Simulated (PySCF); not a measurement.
Isomers of C2H2O. All species are isolated molecules in the gas phase. Strings in code marks are SMILES.

All values below come from PBE-D3(BJ)/def2-TZVP // r2SCAN-D4/def2-TZVP (PySCF). All candidates: neutral, multiplicity 1. 

- dipole moment = 1.78 D
- HOMO = -5.97 eV
- LUMO = -0.56 eV

**Question.** Identify which member has these values.
(A) `C1=CO1`
(B) `C=C=O`
(C) `C#CO`

**Answer.** C, `C#CO`. The others give `C=C=O`: 1.37 D, -5.87 eV, -2.10 eV; `C1=CO1`: 2.29 D, -4.35 eV, -1.47 eV
